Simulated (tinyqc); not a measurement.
Ways to converge the cycle: SCF convergence aids in the sto-6g basis, for LiH, spin multiplicity 1. Computed by the program tinyqc with PySCF. 

Geometry (angstrom):
```
atom       x       y       z
Li    0.0000  0.0000  0.0000
H     0.0000  0.0000  1.3780
```

lowest restricted solution found by these runs and by PySCF = -7.949547 hartree

RHF with one setting changed at a time; a run stops when the energy changes by less than 1e-09 hartree and the error matrix is below 1e-5. The start is random orbitals. Damping d keeps d of the old density; a shift (hartree) raises the virtual levels; DIIS n extrapolates F over n matrices.

Largest element of the error matrix X^T (FDS - SDF) X:
```
iteration    plain  damping 0.3  damping 0.6  shift 0.4   DIIS 3   DIIS 8
1          1.2e+00      1.2e+00      1.2e+00    1.2e+00  1.2e+00  1.2e+00
2          1.1e-01      3.2e-01      6.5e-01    2.2e-01  1.1e-01  1.1e-01
3          4.5e-02      1.1e-01      3.8e-01    1.2e-01  4.5e-02  4.5e-02
4          1.7e-02      4.4e-02      2.3e-01    7.5e-02  7.3e-03  7.3e-03
5          6.7e-03      2.3e-02      1.4e-01    5.1e-02  2.6e-03  2.6e-03
6          3.2e-03      1.4e-02      9.3e-02    3.5e-02  3.9e-04  4.3e-04
8          8.8e-04      5.4e-03      4.0e-02    1.7e-02  8.4e-06  6.3e-06
10         2.5e-04      2.2e-03      1.9e-02    8.4e-03        -        -
14         2.0e-05      4.4e-04      6.1e-03    2.8e-03        -        -
20               -      4.1e-05      1.5e-03    5.8e-04        -        -
30               -            -      2.0e-04    4.1e-05        -        -
45               -            -      8.7e-06          -        -        -
```

How each run ends:
```
run          iterations  E (hartree)         state
plain                16     -7.94955  lowest found
damping 0.3          24     -7.94955  lowest found
damping 0.6          46     -7.94955  lowest found
shift 0.4            36     -7.94955  lowest found
DIIS 3                9     -7.94955  lowest found
DIIS 8                9     -7.94955  lowest found
```

6 of 6 runs reach the lowest restricted solution found, in 9 to 46 iterations (fastest: DIIS 3, DIIS 8). Plain steps already contract here, so damping only slows them. DIIS 3 and DIIS 8 gain by cancelling the error over several earlier matrices, much as a quasi-Newton step does.
